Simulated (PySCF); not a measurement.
# SO₂F₂ + F₂ → SF₄ + O₂

Level: PBE0 in the def2-TZVP basis family, all electrons, no relativity, computed in PySCF with density fitting; open shells unrestricted.

| species | state and structure | E (Eh) | ZPE (kJ/mol) | H(298 K) − H(0) (kJ/mol) | S° (J/(mol K)) |
| --- | --- | --- | --- | --- | --- |
| SO₂F₂ | singlet, C2v, S–F 1.539 Å (×2), S–O 1.404 Å (×2); F–S–F 95.6°, F–S–O 108.1° (×4), O–S–O 124.9° | -748.00927 | 41.8 | 13.5 | 283.8 |
| F₂ | singlet, D∞h, F–F 1.376 Å | -199.40856 | 6.6 | 8.7 | 201.9 |
| SF₄ | singlet, C2v, S–F 1.553 Å (×2), S–F 1.649 Å (×2); F–S–F 87.6° (×4), F–S–F 101.3°, F–S–F 172.5° | -797.19836 | 31.0 | 15.0 | 294.6 |
| O₂ | triplet, D∞h, O–O 1.193 Å | -150.23561 | 10.3 | 8.7 | 204.9 |

(1) What is the electronic reaction energy?

(2) Add zero-point, thermal and entropy terms for 298.15 K and 1 bar.

## Answers

(1) At PBE0/def2-TZVP, ΔE = -42.4 kJ/mol from the differences of the total energies times 2625.5, downhill. Fluorination of this kind underlies dry etching and chamber cleaning.

(2) ΔZPE = -7.1 and Δ[H(298) − H(0)] = 1.5 kJ/mol give ΔH° = -48.0 kJ/mol. ΔS° = 13.8 J/(mol K), so ΔG° = -48.0 − 298.15 × (0.0138) = -52 kJ/mol and log₁₀K = 9.1.

Each species is the lowest minimum found with this bonding; other isomers or fragments can lie lower.
